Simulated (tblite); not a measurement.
Q: Give a GFN2-xTB geometry of `[NH]C[C@@H]1C[C@@H]1F` [radical]. (Doublet state.)

A: 
```
atom  x, y, z in Å
N1     2.3610    0.0140   -0.0268
C2     1.1305    0.1996   -0.6479
C3    -0.0743    0.4710    0.2311
C4    -0.8488   -0.6909    0.8015
C5    -1.4498    0.1571   -0.2699
F6    -1.5670   -0.3827   -1.5184
H7     2.2932    0.0408    0.9878
H8     1.2556    1.0133   -1.3872
H9     0.9420   -0.6835   -1.2863
H10    0.0261    1.3549    0.8511
H11   -0.5305   -1.6835    0.5204
H12   -1.2532   -0.6215    1.7992
H13   -2.2891    0.8120   -0.0724
```

Any rigid rotation of these coordinates is as good. Atoms count from 1 in this order. The 3-membered ring C3–C4–C5 has internal angles of 59.6° to 60.6°. N1 (nitrogen bonded to C and H) is bent (angle 112.5°). Of the pairs four or more bonds apart, F6···H9 is among the closest relative to their van der Waals radii: 2.54 Å, 95 % of the sum of Bondi's values. The C–C distances run from 1.493 Å (C4–C5, drawn single) to 1.516 Å (C2–C3, drawn single), a spread of 0.023 Å.

Bonds between heavy atoms (Å): N1–C2 1.391, C2–C3 1.516, C3–C4 1.508, C4–C5 1.493, C5–F6 1.365, C3–C5 1.497.

Structure optimised with GFN2-xTB, isolated species. This method treats the open shell by occupation alone, without spin polarisation.

Point group: C1 (no symmetry element, even within 0.4 Å). Its GFN2-xTB frequencies are all real (lowest 55 cm⁻¹). Torsions: H–N1–C2–C3 3°, N1–C2–C3–C4 -87°.

One conformer stands for the species.

The numbers are calculated, not measured.
